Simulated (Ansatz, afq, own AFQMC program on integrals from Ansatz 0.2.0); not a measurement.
## AFQMC, coupled cluster and functionals along a coordinate of BH3 + S, triplet

```xyz
5

B    -2.0790    0.0000    0.0000
H    -2.6757    1.0336    0.0000
H    -2.6757   -1.0336    0.0000
H    -0.8855    0.0000    0.0000
S     0.8970    0.0000    0.0000
```

A hydrogen atom is moved from one rigid fragment to the other; the B1–H4 distance tells how far. The two fragments are held close together, so this isn't a minimum-energy path and the start is a compressed complex. Energies in mEh count from this geometry (1.194 Å) at the same level; the start stands on UHF, each point on the determinant named.

Basis cc-pVTZ. Only valence electrons are correlated. Integrals, coupled cluster, full CI and functionals: Ansatz 0.2.0; the random walks run on the same integrals in our own AFQMC program. ph-AFQMC/CISD is guided by a CISD state made of CCSD amplitudes; releasing the constraint for a short imaginary time cuts its bias at the price of noise, slowly where states lie close. Uncertainties: one standard error, sampling alone.

Cautions, each for one point or more: lower spins were not checked.

```json
{"r(B1–H4) / Å": "1.308", "det.": "UHF", "T1": "0.014", "weight": "0.87", "⟨S²⟩": "2.03", "MP2": "6.1", "wB97M-V": "5.3", "CCSD(T)": "5.7"}
{"r(B1–H4) / Å": "1.366", "det.": "UHF", "T1": "0.014", "weight": "0.87", "⟨S²⟩": "2.03", "MP2": "10.8", "wB97M-V": "9.6", "CCSD(T)": "10.1"}
{"r(B1–H4) / Å": "1.423", "det.": "UHF", "T1": "0.015", "weight": "0.87", "⟨S²⟩": "2.04", "MP2": "15.4", "wB97M-V": "13.9", "CCSD(T)": "14.6"}
{"r(B1–H4) / Å": "1.481", "det.": "UHF", "T1": "0.015", "weight": "0.87", "⟨S²⟩": "2.04", "MP2": "19.6", "wB97M-V": "18.1", "CCSD(T)": "18.9"}
{"r(B1–H4) / Å": "1.596", "det.": "UHF", "T1": "0.015", "weight": "0.87", "⟨S²⟩": "2.03", "MP2": "26.9", "wB97M-V": "26.0", "CCSD(T)": "26.9"}
```

(1) Estimate the curve of phaseless AFQMC with a CISD trial, counted from the same start.

## Answers

(1) 
```
r(B1–H4) / Å  det.     T1  weight  ⟨S²⟩  ph-AFQMC/CISD
       1.308   UHF  0.014    0.87  2.03      5.6 ± 0.3
       1.366   UHF  0.014    0.87  2.03     10.2 ± 0.3
       1.423   UHF  0.015    0.87  2.04     14.8 ± 0.3
       1.481   UHF  0.015    0.87  2.04     19.1 ± 0.3
       1.596   UHF  0.015    0.87  2.03     27.1 ± 0.3
```

Weight is that of the determinant in the CISD state; at the start T1 is 0.013 and the weight 0.87, and ⟨S²⟩ is 2.02. Largest departures from phaseless AFQMC with a CISD trial: CCSD(T) -0.2 mEh at 1.423 (on UHF) (within the noise), MP2 0.6 mEh at 1.366 (on UHF) (within the noise), wB97M-V -1.1 mEh at 1.596. The walk's constraint bias lies outside its error bars, so these are departures and not errors. Functionals count only at points shown to share the start's state and spin.

A walk keeps the symmetry of its determinant, which the program's search chose and which needn't be the lowest solution, so a lower state of the same spin and another symmetry isn't excluded.
